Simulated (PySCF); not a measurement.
Geometries of 2 isomers of C2H3FS, from PySCF, PBE0-D3(BJ)/def2-SVP geometry optimisation, gas phase. One conformer each, no zero-point energy, no frequencies.

Task: Which isomer lies lower at this level?
A.
```xyz
7
angstrom
F     -1.581    0.354   -0.796
C     -0.735   -0.129    0.133
C      0.705   -0.095   -0.167
S      0.173    1.043    1.147
H     -1.170   -0.988    0.656
H      0.989    0.383   -1.111
H      1.336   -0.937    0.136
```
B.
```xyz
7
angstrom
F     -1.011    0.609    1.250
C     -0.628    0.178    0.012
C      0.812   -0.225    0.004
S      1.549   -0.970   -1.220
H     -1.262   -0.669   -0.302
H     -0.777    0.994   -0.720
H      1.352    0.056    0.926
```

Result: A. That is `F[C@H]1CS1`, 6.0 kcal/mol below the other.

```csv
SMILES,atoms numbered as above,E (Eh),relative (kcal/mol),relative (kJ/mol),dipole (D)
F[C@H]1CS1,[F:1][C@H:2]1[CH2:3][S:4]1,-575.43607,0.0,0.0,1.95
FCC=S,[F:1][CH2:2][CH:3]=[S:4],-575.42646,6.0,25.2,0.79
```

As drawn, the lower has a three-membered ring, which the higher lacks; the higher has a C=S bond, which the lower lacks.
